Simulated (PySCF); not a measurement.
# `[AlH4-]`: 4 charge schemes on one density

AlH₄ (charge -1).
Z-matrix (Å and degrees, PBE0-D3(BJ)/def2-SVP geometry), rows numbered from 1:
```
Al
H   1  1.6507
H   1  1.6508  2  109.49
H   1  1.6507  2  109.47  3  -120.02
H   1  1.6508  2  109.48  3   119.99
```

Density: PBE0/pcSseg-1 (PySCF); schemes: Mulliken, IAO, Hirshfeld and ESP-fitted. Geometry: PBE0-D3(BJ)/def2-SVP; no solvent, vibrations or thermal averaging. The pcSseg-1 basis has no diffuse functions, a weakness for an anion.

Do the Mulliken, IAO, Hirshfeld and ESP-fitted schemes agree on where the charge is highest?

All schemes agree: Mulliken Al1 (+0.391); IAO Al1 (+0.025); Hirshfeld Al1 (+0.034); ESP-fitted Al1 (+0.569).

For which atoms does the sign change between the 4 schemes (beyond +0.03 e in one, beyond −0.03 e in another)?

For none.

At which atom do the 4 schemes differ most?

At Al1: from +0.025 (IAO) to +0.569 e (ESP-fitted), 0.544 e apart.

Give the atomic charges in each scheme.

In e:

```json
{"atom": "Al1", "environment": "aluminium bonded to 4 H", "Mulliken": "+0.391", "IAO": "+0.025", "Hirshfeld": "+0.034", "ESP-fitted": "+0.569"}
{"atom": "H2", "environment": "Al–H hydrogen", "Mulliken": "-0.348", "IAO": "-0.256", "Hirshfeld": "-0.258", "ESP-fitted": "-0.393"}
{"atom": "H3", "environment": "Al–H hydrogen", "Mulliken": "-0.348", "IAO": "-0.256", "Hirshfeld": "-0.258", "ESP-fitted": "-0.392"}
{"atom": "H4", "environment": "Al–H hydrogen", "Mulliken": "-0.348", "IAO": "-0.256", "Hirshfeld": "-0.258", "ESP-fitted": "-0.392"}
{"atom": "H5", "environment": "Al–H hydrogen", "Mulliken": "-0.348", "IAO": "-0.256", "Hirshfeld": "-0.258", "ESP-fitted": "-0.392"}
```

Mean size of the charges over all atoms: ESP-fitted 0.427 e, Mulliken 0.357 e, Hirshfeld 0.213 e, IAO 0.210 e. Each set sums to the total charge, -1, to within 0.001 e. The Hirshfeld scheme weights the molecular density at each point by an atom's share of the summed free-atom densities. The ESP scheme is a least-squares fit of atom-centred charges to the potential on four shells outside the van der Waals surface, with the total charge fixed.

How many electrons does the ESP-fitted scheme count on Al1?

Z − q = 13 − (+0.569) = 12.431.

Sum the charges by element, for elements with more than one atom.

```csv
element,atoms,Mulliken,IAO,Hirshfeld,ESP-fitted
H,4,-1.391,-1.025,-1.034,-1.569
```

These values come from a run that also computed NMR shieldings. The run took 1.2 s wall on one thread of an Arm Neoverse V1, on a shared host, and the process peaked at 0.26 GiB of memory.
